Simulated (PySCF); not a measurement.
## Relaxation of singlet SOS

Computed with PySCF, PBE0, basis S def2-TZVP, O def2-TZVP (no relativity, density fitting). A (50,194) grid was used.

A hand-made bent start, of Cs symmetry, held to at least that symmetry:

```xyz
3
charge 0 multiplicity 1, angstrom
S     0.3684    0.0000   -0.6046
O     1.6053    0.0000    0.2615
S    -1.1716    0.0000    0.4737
```

At each step, columns x, y, z (Å) and Fx, Fy, Fz (eV/Å):

```
step 0  E − E(last) = 15.60 kJ/mol
S    0.368   0.000  -0.605   2.085   0.000   2.641
O    1.605   0.000   0.262  -1.650   0.000  -2.151
S   -1.172   0.000   0.474  -0.435   0.000  -0.490
step 1  E − E(last) = 1.21 kJ/mol
S    0.392   0.000  -0.521  -1.019   0.000  -0.755
O    1.629   0.000   0.204   1.028   0.000   0.688
S   -1.219   0.000   0.447  -0.009   0.000   0.067
step 2  E − E(last) = 0.22 kJ/mol
S    0.382   0.000  -0.527   0.412   0.000   0.092
O    1.643   0.000   0.210  -0.424   0.000  -0.154
S   -1.223   0.000   0.448   0.012   0.000   0.062
step 3  E − E(last) = 0.00 kJ/mol
S    0.386   0.000  -0.532   0.010   0.000   0.042
O    1.634   0.000   0.212  -0.016   0.000  -0.024
S   -1.217   0.000   0.451   0.005   0.000  -0.018
step 4  E − E(last) = 0.00 kJ/mol
S    0.386   0.000  -0.531   0.001   0.000  -0.005
O    1.635   0.000   0.212   0.002   0.000   0.004
S   -1.218   0.000   0.450  -0.003   0.000   0.001
```

It ends at Cs with S–O 1.453 Å, S–S 1.880 Å; O–S–S 117.8°. A frequency run shows a minimum.

The relaxation took 4.8 s on 2 threads of a shared Arm Neoverse V1 host, with 105 basis functions and 5 gradients; the process peaked at 0.56 GiB. Launch command: `OMP_NUM_THREADS=2 python axn.py task.json out`.
